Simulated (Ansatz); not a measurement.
NS⁺, singlet in 6-31G: errors against full CI

Geometry: that of the NS, doublet, kept fixed.

```yaml
atoms:
  - { symbol: N, position_ang: [0.0000, 0.0000, 0.0000] }
  - { symbol: S, position_ang: [0.0000, 0.0000, 1.4856] }
```

Basis 6-31G; Ansatz 0.2.0. Only valence electrons are correlated (noble-gas cores frozen), which leaves 10 electrons in 16 orbitals. R marks a restricted (for open shells ROHF) determinant, U an unrestricted one. Active spaces: valence = (10e, 8o) chosen from the atoms' valence shells.

Full CI is exact within this basis and frozen core; it isn't the basis-set limit. The frozen core follows each run's orbitals, which can shift R against U totals by a few meV.

Unrestricted rows (U) aren't spin-pure: their determinants' ⟨S²⟩ exceeds S(S+1) by up to 1.01, so they mix in states of higher spin.

The UHF ⟨S²⟩ is 1.010. The T1 diagnostic (RCCSD) is 0.0230. The largest doubles amplitude (RCCSD) is 0.161.

```csv
level,E − E(RHF) (eV)
UHF,-0.8208
RMP2,-6.6340
UMP2,-4.2499
RCCSD*,-5.9426
UCCSD*,-6.0002
RCCSD(T)*,-6.2060
UCCSD(T)*,-6.1529
```

(1) Estimate how far full CI in 6-31G lies from RCCSD(T). The table doesn't fix it; the size of (T) and the diagnostics are the guide.

(1) Full CI in 6-31G lies 8.7 kJ/mol below RCCSD(T), which is 34 % of the (T) step (-25.4 kJ/mol). T1 is raised, a doubles amplitude is large, RHF is unstable towards spin polarisation, and the rest is a large part of (T). The miss exceeds 1 kcal/mol.

The other levels:

```json
{"level": "CISD", "E − E(full CI) (kJ/mol)": "83.9", "share of correlation (%)": "86.18", "wall time": "0.36 s"}
{"level": "BCCD(T)*", "E − E(full CI) (kJ/mol)": "8.2", "share of correlation (%)": "98.66", "wall time": "0.33 s"}
{"level": "RCCSDT", "E − E(full CI) (kJ/mol)": "9.0", "share of correlation (%)": "98.53", "wall time": "–"}
{"level": "UCCSDT", "E − E(full CI) (kJ/mol)": "10.1", "share of correlation (%)": "98.34", "wall time": "–"}
{"level": "CISDTQ", "E − E(full CI) (kJ/mol)": "7.3", "share of correlation (%)": "98.80", "wall time": "1.5 s"}
{"level": "RCCSDT(Q)", "E − E(full CI) (kJ/mol)": "-0.4", "share of correlation (%)": "100.06", "wall time": "0.63 s"}
{"level": "UCCSDT(Q)", "E − E(full CI) (kJ/mol)": "2.6", "share of correlation (%)": "99.57", "wall time": "3.2 s"}
{"level": "RCCSDTQ", "E − E(full CI) (kJ/mol)": "1.4", "share of correlation (%)": "99.77", "wall time": "4.6 s"}
{"level": "UCCSDTQ", "E − E(full CI) (kJ/mol)": "1.3", "share of correlation (%)": "99.79", "wall time": "32 s"}
{"level": "CASSCF (valence space)", "E − E(full CI) (kJ/mol)": "129.8", "share of correlation (%)": "78.63", "wall time": "–"}
{"level": "NEVPT2 (valence space)", "E − E(full CI) (kJ/mol)": "30.8", "share of correlation (%)": "94.94", "wall time": "1.3 s"}
{"level": "MRCISD (valence space)", "E − E(full CI) (kJ/mol)": "3.8", "share of correlation (%)": "99.37", "wall time": "–"}
{"level": "MRCISD+Q (valence space)", "E − E(full CI) (kJ/mol)": "1.1", "share of correlation (%)": "99.81", "wall time": "1.9 s"}
```

An asterisk marks runs whose energy the program itself flagged as in doubt.

The correlation energy at full CI, counted from RHF, is -6.296 eV. That run took 24 s on 1 thread of Arm Neoverse V2, shared host over 4,777,056 determinants.

Times hold each run's SCF and search for its determinant on a shared host, so for small cases they say little of a method's own cost; they ran on 1 thread of Arm Neoverse V2. Some runs computed forces too.

More than 5 meV below full CI, which no variational method can be: RMP2.

The full-CI state has the irrep A1 of C2v, in the program's axes (one component, if the state is degenerate).

Natural occupations of full CI about the gap: 1.988 1.971 1.955 1.883 1.883 0.123 0.123 0.042 0.011 0.005; effectively unpaired electrons, Σ n²(2−n)², 0.22.
